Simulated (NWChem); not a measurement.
## C2H4P2 (SMILES [H]/P=P/C=C): name the method

The species is C2H4P2 (8 atoms), meant as a singlet with charge 0. SMILES: `[H]/P=P/C=C`. The coordinates come from a GFN2-xTB relaxation. This is one conformer, not always the lowest.

```xyz
8

C    -0.3301    1.1005   -0.7111
C     0.7125    0.6906    0.0002
P     0.9109   -0.8916    0.8633
P    -0.8575   -1.8292    0.5261
H    -0.3446    2.0662   -1.1913
H    -1.2082    0.4856   -0.8383
H     1.5769    1.3374    0.1037
H    -0.4598   -2.9596    1.2474
```

A calculation with NWChem 7.3.0 gave:

```yaml
total_energy: -750.8654 Eh
dipole_moment: 0.10 D
HOMO_energy: -5.44 eV
LUMO_energy: 4.52 eV
HOMO–LUMO_gap: 9.97 eV
largest_force: 2.275 eV/Å
```

Problem. Which of these levels gave the numbers?
A. HF/3-21G
B. B3LYP/6-31G* (Cartesian functions)
C. HF/STO-3G
D. B3LYP/6-31G* (spherical functions)

Solution. C. The others give -761.2653 Eh (B3LYP/6-31G* (spherical functions)), -755.5588 Eh (HF/3-21G), -761.2719 Eh (B3LYP/6-31G* (Cartesian functions)).
